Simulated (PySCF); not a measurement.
Ranking problems on computed properties.

Species are written as SMILES; each is one conformer at its optimised geometry, gas phase, non-relativistic unless stated. Electronic properties by PySCF.

Dipoles, sizes and rotational constants follow the conformer. The torsions of the flexible species, by atom-mapped SMILES:
- `[OH:1][c:2]1[cH:3][n:4][s:5][cH:6]1`: H–O1–C2–C3 180°
- `[CH:1]#[C:2]/[CH:3]=[C:4](\[CH3:5])[CH2:6][NH:7][CH:8]=[O:9]`: C3–C4–C6–N7 -108°, C4–C6–N7–C8 -115°, C6–N7–C8–O9 -2°
- `[CH:1]#[C:2][C:3](=[O:4])[NH:5][CH2:6][CH:7]1[CH2:8][CH2:9]1`: C2–C3–N5–C6 177°, C3–N5–C6–C7 -106°, N5–C6–C7–C8 146°
- `[CH2:1]=[N:2][C:3](=[CH2:4])[O:5][SiH2:6][CH:7]=[O:8]`: C1–N2–C3–C4 38°, N2–C3–O5–Si6 4°, C3–O5–Si6–C7 -26°, O5–Si6–C7–O8 126°
- `[H]/[N:1]=[CH:2]\[c:3]1[n:4][cH:5][s:6][n:7]1`: N1–C2–C3–N4 0°
- `[CH:1]#[C:2][CH2:3][P@@H:4](=[O:5])[C:6]#[CH:7]`: C2–C3–P4–O5 176°
- `[CH2:1]=[CH:2][CH2:3][C:4](=[CH2:5])[CH2:6][OH:7]`: C1–C2–C3–C4 -111°, C2–C3–C4–C5 -102°, C3–C4–C6–O7 65°, H–O7–C6–C4 59°

The conformers of `O=CC1CCCC1` and `N#C[C@@H]1CC[C@H]2O[C@H]2C1` aren't listed.

Question: Rank by lowest singlet excitation, lowest first (TDDFT PBE0/def2-SVPD at GFN2-xTB geometries).
A. `[H]/N=C\c1ncsn1`
B. `C#CC[P@@H](=O)C#C`
C. `Oc1cnsc1`
D. `C1(C=O)CCCC1`
E. `C=NC(=C)O[SiH2]C=O`
F. `C#C/C=C(\C)CNC=O`
G. `C#CC(=O)NCC1CC1`

Answer: E (3.22 eV), A (4.24 eV), D (4.39 eV), G (4.95 eV), C (5.25 eV), F (5.42 eV), B (5.88 eV).

Q: Give the two extremes of that set as wavelengths.

A: `C=NC(=C)O[SiH2]C=O`: 385 nm; `C#CC[P@@H](=O)C#C`: 211 nm.

Question: Rank by electronic spatial extent ⟨r²⟩ about the centre of nuclear charge, lowest first (PBE0/def2-SVPD at GFN2-xTB geometries).
A. `C=CCC(=C)CO`
B. `OC1=CSN=C1`
C. `C#C/C=C(\C)CNC=O`
D. `C#CC(=O)NCC1CC1`

Answer: B (586 bohr²), A (894 bohr²), D (1511 bohr²), C (1655 bohr²).

Q: By how much do the two ends of that ranking differ?

A: By 1069 bohr², between `C#C/C=C(\C)CNC=O` and `Oc1cnsc1`.

Question: Rank by lowest triplet excitation (Tamm–Dancoff), highest first (TDA PBE0/def2-SVPD at GFN2-xTB geometries).
A. `C#CC[P@@H](=O)C#C` (C5H5OP)
B. `C#C/C=C(\C)CNC=O` (C7H9NO)
C. `C#CC(=O)NCC1CC1` (C7H9NO)
D. `N#C[C@@H]1CC[C@H]2O[C@H]2C1` (C7H9NO)
E. `CPC` (C2H7P)

Answer: D (6.46 eV), E (5.25 eV), A (4.91 eV), C (4.42 eV), B (3.40 eV).

Question: Rank by HOMO–LUMO gap, highest first (PBE0/def2-SVPD at GFN2-xTB geometries).
A. `C#C/C=C(\C)CNC=O` (C7H9NO)
B. `C#CC(=O)NCC1CC1` (C7H9NO)
C. `CPC` (C2H7P)
D. `N#C[C@@H]1CC[C@H]2O[C@H]2C1` (C7H9NO)

Answer: D (8.46 eV), C (7.30 eV), B (6.67 eV), A (6.00 eV).

Q: By how much do the two ends of that ranking differ?

A: By 2.46 eV, between `N#C[C@@H]1CC[C@H]2O[C@H]2C1` and `C#C/C=C(\C)CNC=O`.

Question: Rank by smallest rotational constant, lowest first (GFN2-xTB).
A. `C#C/C=C(\C)CNC=O` (C7H9NO)
B. `C=C(CC=C)CO` (C6H10O)
C. `C=NC(=C)O[SiH2]C=O` (C4H7NO2Si)
D. `[H]/N=C\c1ncsn1` (C3H3N3S)
E. `CPC` (C2H7P)
F. `C#C[P@@H](CC#C)=O` (C5H5OP)

Answer: A (0.666 GHz), C (1.048 GHz), F (1.215 GHz), D (1.321 GHz), B (1.428 GHz), E (5.460 GHz).

Q: Give the two extremes of that set in cm⁻¹.

A: `C#C/C=C(\C)CNC=O`: 0.0222 cm⁻¹; `CPC` (dimethylphosphine): 0.1821 cm⁻¹.

Question: Rank by HOMO energy, highest first (PBE0/def2-SVPD at GFN2-xTB geometries).
A. `O1[C@@H]2[C@H]1CC[C@@H](C#N)C2` (C7H9NO)
B. `C#C/C=C(\C)CNC=O` (C7H9NO)
C. `C#CC(=O)NCC1CC1` (C7H9NO)
D. `C=NC(=C)O[SiH2]C=O` (C4H7NO2Si)
E. `CPC` (C2H7P)

Answer: D (-6.47 eV), E (-6.76 eV), B (-6.99 eV), C (-7.60 eV), A (-8.14 eV).
